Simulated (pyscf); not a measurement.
PySCF, gas phase, ωB97X-D3(BJ)/def2-SVP geometries.

**Question.** Estimate the classical barrier height and the reaction energy of H₂B–O–B=O (SMILES BOB=O) + H₂ (SMILES [H][H]) -> H₂B–O–BH–OH (SMILES BOBO) at ωB97M-D3(BJ)/def2-TZVP. The step runs on the singlet surface, breaks H–H and forms H–O, B–H; take the separated reactants as zero.

**Answer.** ΔE‡ = 147.5 kJ/mol, ΔE = -119.3 kJ/mol. Zero-point energy shifts the barrier by +11.0 kJ/mol. It is an addition across a multiple bond or ene-type step, with an imaginary mode of 1367i cm⁻¹. This saddle turned up in a search for another step; its sides and bond changes are read from the two ends of the descent. This is the saddle that the search found; another between the same sides may lie lower.
